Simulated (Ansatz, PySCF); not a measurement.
This PySCF input computes a SVWN5/def2-TZVPD energy:

```python
from pyscf import gto, scf, dft

mol = gto.M(
    atom='''
    O     0.05728725    0.81312084   -0.03996413
    O     0.04221979   -0.70897730   -0.01520246
    H    -0.79605634   -0.83314830    0.44133267
    ''',
    basis='def2-tzvpd',
    charge=-1,
    spin=0,
    verbose=4,
)

mf = dft.RKS(mol, xc='svwn').density_fit(auxbasis='def2-universal-jkfit')
mf.grids.level = 3
mf.conv_tol = 1e-9
mf.max_cycle = 100
mf.max_memory = 1500
mf.kernel()
if not mf.converged:
    mf = mf.newton()
    mf.kernel(mf.make_rdm1())
mf.analyze()
```

Question: Write an input for the same energy in Ansatz (a first-principles code) and say what it gives.

Answer: 
Ansatz 0.2 input:
```yaml
crystal:
  periodic: [false, false, false]
  atoms:
    - {symbol: O, position_ang: [0.05728725, 0.81312084, -0.03996413]}
    - {symbol: O, position_ang: [0.04221979, -0.70897730, -0.01520246]}
    - {symbol: H, position_ang: [-0.79605634, -0.83314830, 0.44133267]}
basis:
  gaussian:
    orbitals: def2-TZVPD
hamiltonian:
  xc: {name: SVWN5}
total_charge: -1
output: {forces: true}
```
It gives -149.94203 Eh, and PySCF -149.94209 Eh, a difference of 0.06 mEh, from the treatment of integrals and grids.

It need not be the lowest isomer of its formula. Whether it binds its extra electron was not tested at this geometry.
